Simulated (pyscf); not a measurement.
Multi-bond step: `[GeH3][SnH3]` + `[H][H]` -> `[SnH2]` [singlet] + `[GeH4]` + `[H][H]`

Gas phase, singlet surface, charge 0. Bonds broken: Sn1–Ge2, Sn1–H5, H9–H10. Bonds formed: Ge2–H10, H5–H9. Optimised with ωB97X-D3(BJ)/def2-SVP in PySCF.

Transition state (Å):

```xyz
10

Sn    -1.5134    -1.1106    -0.4786
Ge    -0.1835     1.1634    -0.3961
H     -0.7843    -2.3001    -1.5114
H     -3.0826    -0.9672    -1.2070
H     -1.1233    -0.9281     1.6650
H     -0.8590     2.5353    -0.2822
H      1.3366     1.2619    -0.5732
H     -0.6186     0.7572    -1.9027
H     -0.6390    -0.1523     1.9240
H     -0.2474     0.6528     1.3549
```

One imaginary mode, 1313i cm⁻¹; descent along it reached the two sides named, in the forms told below.

```tsv
bond	change	reactant side (Å)	saddle	product side
Sn1–Ge2	breaks	2.568	2.6	3.3
Sn1–H5	breaks	1.709	2.186	3.5
H9–H10	breaks	0.760	1.061	3.1
Ge2–H10	forms	3.4	1.825	1.528
H5–H9	forms	2.8	0.951	0.761
```

Electronic energies relative to the separated reactants (kcal/mol):

| level | barrier | reaction energy | reverse barrier |
|---|---|---|---|
| ωB97X-D3(BJ)/def2-TZVP | 65.6 | +36.4 | 29.2 |
| PBE/def2-TZVP | 50.5 | +27.4 | 23.1 |
| r²SCAN/def2-TZVP | 55.7 | +30.6 | 25.1 |
| B3LYP-D3(BJ)/def2-TZVP | 57.6 | +25.7 | 31.9 |
| PBE0-D3(BJ)/def2-TZVP | 57.2 | +31.3 | 25.9 |
| M06-2X/def2-TZVP | 64.0 | +26.8 | 37.2 |
| ωB97M-D3(BJ)/def2-TZVP | 64.6 | +27.1 | 37.6 |
| HF/def2-TZVP | 90.0 | +22.3 | 67.8 |

With ωB97M-D3(BJ)/def2-TZVP energies and thermal terms (ideal gas, 1 atm, RRHO with modes under 100 cm⁻¹ raised to 100, one conformer, R ln 2 for chiral ones without a mode under 150 cm⁻¹), in kcal/mol:

| T (K) | ΔH‡ | ΔG‡ | ΔH | ΔG |
|---|---|---|---|---|
| 298 | 63.4 | 71.3 | +25.4 | +16.1 |
| 600 | 62.7 | 79.7 | +24.4 | +7.0 |
| 900 | 62.8 | 88.1 | +23.3 | -1.5 |
| 1200 | 63.2 | 96.5 | +22.2 | -9.6 |

On the product side the descent ends in a bound adduct, 8.9 kcal/mol under the separated species and 38.1 kcal/mol under the saddle at ωB97X-D3(BJ)/def2-TZVP. One saddle was located; it need not be the lowest between these sides. Elements up to Kr have no core potential and no relativistic terms here. Elements past Kr carry the def2 core potentials, without spin-orbit coupling.
